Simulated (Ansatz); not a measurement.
Basis-set extrapolation for C$_{4}$H$_{8}$O$_{2}$ (`C1COCOC1`) (PBE0-D4/def2-TZVP geometry, frozen core, Ansatz 0.2.0). Multiplicity 1, RHF reference.

```tsv
	def2-TZVPP	def2-QZVPP
HF	-305.950742	-305.964858
MP2 correlation	-1.145801	-1.226710
CCSD(T) correlation	-1.233141	not run
```

Energies in hartree. Use E(X) = E(∞) + A·exp(−7.88·√X) for Hartree–Fock and E(X) = E(∞) + B·X^(−2.97) for correlation, with X = 3 and 4, and add CCSD(T) minus MP2 of the smaller set to the MP2 limit.

Question: What is the CCSD(T) energy at the basis-set limit?

Answer: HF limit: -305.964858 + (-0.014116) × 0.13774 = -305.96680. MP2 limit: -1.226710 + (-0.080909) × 0.74074 = -1.28664. Higher-order term: -1.233141 − (-1.145801) = -0.08734. Total: -307.34078 hartree, 4.27 eV below CCSD(T)/def2-TZVPP.
